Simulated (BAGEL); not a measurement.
# singlet [AlF2]+: levels of theory compared

We compute a comparison of 6 runs (HF/STO-3G, HF/3-21G, HF/6-31G*, PBE0/def2-TZVPP, RI-MP2/def2-TZVPP, FCI/STO-3G) of singlet [AlF2]+. 

The calculation is run with BAGEL 1.2.2.

4 further runs of the same task are left out: 4 set aside as unsound or not needed.

### Step 1. The system as given

The species is [AlF2]+ (3 atoms), meant as a singlet with charge +1. SMILES of the parent species: `[F][Al][F]`. Geometry: relaxed at PBE0-D4/def2-TZVP. That shape belongs to the parent species and isn't relaxed for this state.

Bond lengths: F1–Al2 1.647 Å, Al2–F3 1.647 Å. Angles: F1–Al2–F3 119.7°.

### Step 2. A single-point energy at HF/STO-3G (density fitting with qzvpp-jkfit) (run 1)

Input file hf.json:

```json
{ "bagel" : [

{
  "title" : "molecule",
  "basis" : "sto-3g",
  "df_basis" : "qzvpp-jkfit",
  "angstrom" : "true",
  "geometry" : [
    { "atom" : "F", "xyz" : [    0.533000,   -1.361200,    0.136400 ] },
    { "atom" : "Al", "xyz" : [    0.388700,    0.275400,    0.245200 ] },
    { "atom" : "F", "xyz" : [   -0.932500,    1.021000,   -0.394800 ] }
  ]
},
{ "title" : "hf", "charge" : 1 },
{ "title" : "print", "file" : "orbitals.molden", "orbitals" : "true" }

]}
```

Run with:

```sh
$ BAGEL_NUM_THREADS=1 BAGEL hf.json > hf.out
```

The log of the run:

```text
* using 1 threads per process

  ===============================================================
  ===============================================================

  *** Geometry ***

  { "atom" : "F", "xyz" : [      1.007224,     -2.572295,      0.257759 ] },
  { "atom" : "Al", "xyz" : [      0.734537,      0.520431,      0.463361 ] },
  { "atom" : "F", "xyz" : [     -1.762170,      1.929410,     -0.746064 ] },

  Number of auxiliary basis functions:      282

  Since a DF basis is specified, we compute 2- and 3-index integrals:
    o Being stored without compression. Storage requirement is 0.001 GB

  Number of basis functions:       19
  Number of electrons      :       31

    * METHOD: MOLECULE                             0.05

  *** RHF ***

  === Nuclear Repulsion ===
    90.2607529020

      * DIIS with orbital gradients will be used.

  === RHF iteration (sto-3g) ===
      0       -434.78360130          0.03187366           0.00
      1       -434.90904033          0.01407161           0.00
      2       -434.92833497          0.00163306           0.00
      3       -434.92896375          0.00045523           0.00
      4       -434.92901348          0.00011827           0.00
      5       -434.92901794          0.00002205           0.00
      6       -434.92901809          0.00000746           0.00
      7       -434.92901811          0.00000256           0.00
      8       -434.92901811          0.00000025           0.00
      9       -434.92901811          0.00000006           0.00
     10       -434.92901811          0.00000001           0.00
     11       -434.92901811          0.00000000           0.00
    * SCF iteration converged.

    * Permanent dipole moment:
           (   -1.420574,    -1.075475,    -0.903837) a.u.

    * METHOD: HF                                   0.07

    * METHOD: PRINT                                0.00

  ===============================================================
```

Wall time 0.24 s (1 thread of Arm Neoverse V1, shared host).

### Step 3. A single-point energy at HF/3-21G (density fitting with qzvpp-jkfit) (run 2)

Input file calc.json:

```json
{ "bagel": [

{
  "title": "molecule",
  "basis": "3-21g",
  "df_basis": "qzvpp-jkfit",
  "angstrom": "true",
  "geometry": [
    { "atom": "F", "xyz": [       0.533000,      -1.361200,       0.136400 ] },
    { "atom": "Al", "xyz": [       0.388700,       0.275400,       0.245200 ] },
    { "atom": "F", "xyz": [      -0.932500,       1.021000,      -0.394800 ] }
  ]
},

{ "title": "hf", "charge": 1 },

{ "title": "print", "file": "orbitals.molden", "orbitals": "true" }

]}
```

Run with:

```sh
$ BAGEL_NUM_THREADS=1 BAGEL calc.json > calc.out
```

The log of the run:

```text
* using 1 threads per process

  ===============================================================
  ===============================================================

  *** Geometry ***

  { "atom" : "F", "xyz" : [      1.007224,     -2.572295,      0.257759 ] },
  { "atom" : "Al", "xyz" : [      0.734537,      0.520431,      0.463361 ] },
  { "atom" : "F", "xyz" : [     -1.762170,      1.929410,     -0.746064 ] },

  Number of auxiliary basis functions:      282

  Since a DF basis is specified, we compute 2- and 3-index integrals:
    o Being stored without compression. Storage requirement is 0.002 GB

  Number of basis functions:       31
  Number of electrons      :       31

    * METHOD: MOLECULE                             0.05

  *** RHF ***

  === Nuclear Repulsion ===
    90.2607529020

      * DIIS with orbital gradients will be used.

  === RHF iteration (3-21g) ===
      0       -437.98647752          0.04735031           0.01
      1       -438.09941291          0.03311079           0.01
      2       -438.16589766          0.00147264           0.01
      3       -438.16633500          0.00039421           0.01
      4       -438.16637185          0.00012573           0.01
      5       -438.16637671          0.00002657           0.00
      6       -438.16637690          0.00000509           0.01
      7       -438.16637691          0.00000169           0.01
      8       -438.16637691          0.00000038           0.01
      9       -438.16637691          0.00000013           0.01
     10       -438.16637691          0.00000005           0.01
     11       -438.16637691          0.00000002           0.01
     12       -438.16637691          0.00000001           0.01
    * SCF iteration converged.

    * Permanent dipole moment:
           (   -1.939914,    -1.468652,    -1.234265) a.u.

    * METHOD: HF                                   0.11

    * METHOD: PRINT                                0.00

  ===============================================================
```

It took 0.28 s on 1 thread of Arm Neoverse V1, shared host.

Run 3 isn't shown in full; the table further down has it.

### Step 4. The energy at PBE0/def2-TZVPP (density fitting with qzvpp-jkfit) (run 4)

Input file input.json:

```json
{ "bagel" : [

{
  "title" : "molecule",
  "basis" : "tzvpp",
  "df_basis" : "qzvpp-jkfit",
  "angstrom" : "true",
  "geometry" : [
    { "atom" : "F", "xyz" : [    0.533000,   -1.361200,    0.136400 ] },
    { "atom" : "Al", "xyz" : [    0.388700,    0.275400,    0.245200 ] },
    { "atom" : "F", "xyz" : [   -0.932500,    1.021000,   -0.394800 ] }
  ]
},
{
  "title" : "ks",
  "xc_func" : "pbe0",
  "charge" : 1
},
{
  "title" : "print",
  "file" : "orbitals.molden",
  "orbitals" : "true"
}

]}
```

Run with:

```sh
$ BAGEL_NUM_THREADS=1 BAGEL input.json > input.out
```

The log of the run:

```text
* using 1 threads per process

  ===============================================================
  ===============================================================

  *** Geometry ***

  { "atom" : "F", "xyz" : [      1.007224,     -2.572295,      0.257759 ] },
  { "atom" : "Al", "xyz" : [      0.734537,      0.520431,      0.463361 ] },
  { "atom" : "F", "xyz" : [     -1.762170,      1.929410,     -0.746064 ] },

  Number of auxiliary basis functions:      282

  Since a DF basis is specified, we compute 2- and 3-index integrals:
    o Being stored without compression. Storage requirement is 0.024 GB

  Number of basis functions:      104
  Number of electrons      :       31

    * METHOD: MOLECULE                             0.10

  *** Kohn-Sham DFT ***

    * Removing 3654 points whose weight is below 1.00e-10
    * Grid points: 41064

  === Nuclear Repulsion ===
    90.2607529020

       - DIIS with orbital gradients will be used.

  === KS iteration (pbe0 / tzvpp) ===
      0       -396.68583193          0.24541972           0.15
      1       -382.63147769          0.24792562           0.15
      2       -375.65856891          0.25039117           0.15
      3       -434.04165947          0.12087176           0.15
      4       -440.51415477          0.06019913           0.15
      5       -441.59883291          0.01400699           0.15
      6       -441.62486148          0.01085202           0.15
      7       -441.66399205          0.00137743           0.15
      8       -441.66454692          0.00030581           0.15
      9       -441.66457756          0.00002416           0.15
     10       -441.66457775          0.00000394           0.15
     11       -441.66457776          0.00000130           0.15
     12       -441.66457776          0.00000017           0.15
     13       -441.66457776          0.00000009           0.15
     14       -441.66457776          0.00000006           0.15
     15       -441.66457776          0.00000001           0.15
     16       -441.66457776          0.00000000           0.15
    * SCF iteration converged.

    * Permanent dipole moment:
           (   -1.696572,    -1.284428,    -1.079441) a.u.

    * METHOD: KS                                   2.74

    * METHOD: PRINT                                0.03

  ===============================================================
```

It took 3 s on 1 thread of Arm Neoverse V1, shared host; peak memory 0.23 GiB.

Run 5 isn't shown in full; the table further down has it.

### Step 5. The energy at FCI/STO-3G (density fitting with qzvpp-jkfit) (run 6)

Input file job.json:

```json
{ "bagel": [

{
  "title": "molecule",
  "basis": "sto-3g",
  "df_basis": "qzvpp-jkfit",
  "angstrom": true,
  "geometry": [
    { "atom": "F", "xyz": [    0.533000,   -1.361200,    0.136400 ] },
    { "atom": "Al", "xyz": [    0.388700,    0.275400,    0.245200 ] },
    { "atom": "F", "xyz": [   -0.932500,    1.021000,   -0.394800 ] }
  ]
},
{ "title": "hf", "charge": 1 },
{ "title": "fci", "nstate": 1, "charge": 1, "ncore": 7 }

]}
```

Run with:

```sh
$ BAGEL_NUM_THREADS=1 BAGEL job.json > job.out
```

The log of the run:

```text
* using 1 threads per process

  ===============================================================
  ===============================================================

  *** Geometry ***

  { "atom" : "F", "xyz" : [      1.007224,     -2.572295,      0.257759 ] },
  { "atom" : "Al", "xyz" : [      0.734537,      0.520431,      0.463361 ] },
  { "atom" : "F", "xyz" : [     -1.762170,      1.929410,     -0.746064 ] },

  Number of auxiliary basis functions:      282

  Since a DF basis is specified, we compute 2- and 3-index integrals:
    o Being stored without compression. Storage requirement is 0.001 GB

  Number of basis functions:       19
  Number of electrons      :       31

    * METHOD: MOLECULE                             0.05

  *** RHF ***

  === Nuclear Repulsion ===
    90.2607529020

      * DIIS with orbital gradients will be used.

  === RHF iteration (sto-3g) ===
      0       -434.78360130          0.03187366           0.00
      1       -434.90904033          0.01407161           0.00
      2       -434.92833497          0.00163306           0.00
[... 8 lines of this table left out ...]
     11       -434.92901811          0.00000000           0.00
    * SCF iteration converged.

    * Permanent dipole moment:
           (   -1.420574,    -1.075475,    -0.903837) a.u.

    * METHOD: HF                                   0.07

  ---------------------------
        FCI calculation
  ---------------------------

  Performs exactly the same way as Knowles & Handy 1984 CPL

  o alpha-beta strings
      length:           990
  o size of the space
      determinant space:  245025
      spin-adapted space: 70785

  o single displacement lists (alpha)
      length:         19800
  o single displacement lists (beta)
      length:         19800

     guess   0:   closed 11111111....         open ............

  === FCI iteration ===

      0  0      -434.92901811     7.68e-04      0.39
      1  0      -435.00977449     4.76e-04      0.37
      2  0      -435.03417765     2.39e-04      0.37
[... 16 lines of this table left out ...]
     19  0      -435.04122173     6.51e-09      0.36
    ** throwing out 1 trial vectors **
     20  0      -435.04122173     3.47e-09      0.36
    ** throwing out 1 trial vectors **
     21  0      -435.04122173     1.83e-09      0.37
    ** throwing out 1 trial vectors **
     22  0      -435.04122173     1.05e-09      0.37
    ** throwing out 1 trial vectors **
     23  0      -435.04122173     6.10e-10      0.37
    ** throwing out 1 trial vectors **
     24  0      -435.04122173     3.44e-10      0.37
    ** throwing out 1 trial vectors **
     25  0      -435.04122173     1.93e-10      0.37
    ** throwing out 1 trial vectors **
     26  0      -435.04122173     1.05e-10      0.37
    ** throwing out 1 trial vectors **
     27  0 *    -435.04122173     6.04e-11      0.34

     * ci vector, state   0, <S^2> = -0.0000
       22222222....     0.9336238286
       2222a222b...     0.1020059663
       2222b222a...     0.1020059663
       2222.2222...    -0.0912437531
       222b2222.a..    -0.0564479592
       222a2222.b..    -0.0564479592
       22222.222...    -0.0523541109
       22222a2b2...    -0.0516035345
       22222b2a2...    -0.0516035345
       2222222.2...    -0.0511032575

    * METHOD: FCI                                 10.40

  ===============================================================
```

It took 11 s on 1 thread of Arm Neoverse V1, shared host; peak memory 0.41 GiB.

### Step 6. All runs side by side

```csv
run,level,frozen core orbitals,number of roots,energy (Eh),HOMO energy (eV),LUMO energy (eV),HOMO–LUMO gap (eV),wall time
1,HF/STO-3G (density fitting with qzvpp-jkfit),–,–,-434.929018,-19.12,-4.43,14.69,0.24 s
2,HF/3-21G (density fitting with qzvpp-jkfit),–,–,-438.166377,-23.04,-8.93,14.11,0.28 s
3,"HF/6-31G* (density fitting with qzvpp-jkfit, spherical functions)",–,–,-440.551755,-23.48,-9.02,14.46,0.36 s
4,PBE0/def2-TZVPP (density fitting with qzvpp-jkfit),–,–,-441.664578,-18.40,-11.88,6.52,3 s
5,RI-MP2/def2-TZVPP (density fitting with qzvpp-jkfit),7,–,-441.234368,–,–,–,0.76 s
6,FCI/STO-3G (density fitting with qzvpp-jkfit),7,1,-435.041222,–,–,–,11 s
```

### Step 7. Summary of results

| quantity | value |
| --- | --- |
| run 6: total energy | -435.04122 Eh |

Against full CI in this basis: HF +112.2 mEh. Over runs 1, 2, 3, 4 the HOMO–LUMO gap runs from 6.52 eV (PBE0/def2-TZVPP) to 14.69 eV (HF/STO-3G). The two ends differ in method and basis. In runs 1, 6 the basis is minimal, so the values are rough. All runs together took 15 s, the longest 11 s.
